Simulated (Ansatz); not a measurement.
**In (model structure, started from the hcp type, P6₃/mmc, No. 194, 2 atoms in the cell)**

Method: r²SCAN (PAW; Ansatz, a first-principles code).

Numerical settings: plane-wave cutoff 500 eV, 30×30×14 k mesh (along the axes of the cell as run), Fermi–Dirac smearing 0.1 eV, scalar-relativistic PAW data made under PBE.

Cell (relaxed at this level):

```xyz
2
Lattice="3.3260 0.0000 0.0000 -1.6630 2.8804 0.0000 0.0000 0.0000 5.5306" Properties=species:S:1:pos:R:3 pbc="T T T"
In     0.0000     1.9203     1.3826
In     1.6630     0.9601     4.1479
```

- band gap = none

Note: the relaxation could raise the start's symmetry but not lower it, so the cell can be a saddle point.

Spin–orbit coupling is not included.

Computed values are for the static lattice.

A model structure was made by putting elements into a prototype or built by hand; it is no filed structure, need not be a known phase, and can be a saddle point held by its symmetry.
